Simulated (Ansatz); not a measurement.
## Cs2AgSbCl6 (Fm-3m, No. 225)

These are HSE06+SOC in Ansatz (plane waves, PAW) values and carry that method's errors.

Settings: plane-wave cutoff 460 eV, 4×4×4 k mesh, Fermi–Dirac smearing 0.01 eV, PAW data made under PBE.

Cell (measured lattice):

```
AgCs2Cl6Sb
1.0
    0.00000     5.33200     5.33200
    5.33200     0.00000     5.33200
    5.33200     5.33200     0.00000
Cs Sb Ag Cl
2 1 1 6
Cartesian
  2.66600   2.66600   2.66600
  7.99800   7.99800   7.99800
  0.00000   0.00000   0.00000
  5.33200   5.33200   5.33200
  2.62622   5.33200   5.33200
  5.33200   2.62622   5.33200
  8.03778   5.33200   5.33200
  5.33200   8.03778   5.33200
  5.33200   5.33200   2.62622
  5.33200   5.33200   8.03778
```

| Quantity | Result |
|---|---|
| band gap | 2.16 eV (on the SCF k mesh) (indirect) |
| smallest direct gap on the k points sampled | 3.29 eV |
| direct gap at Γ | 4.36 eV |

Note: cell and atoms aren't relaxed at this level (largest force component 0.06 eV/Å, pressure 1.1 GPa).

Ansatz is a first-principles code.
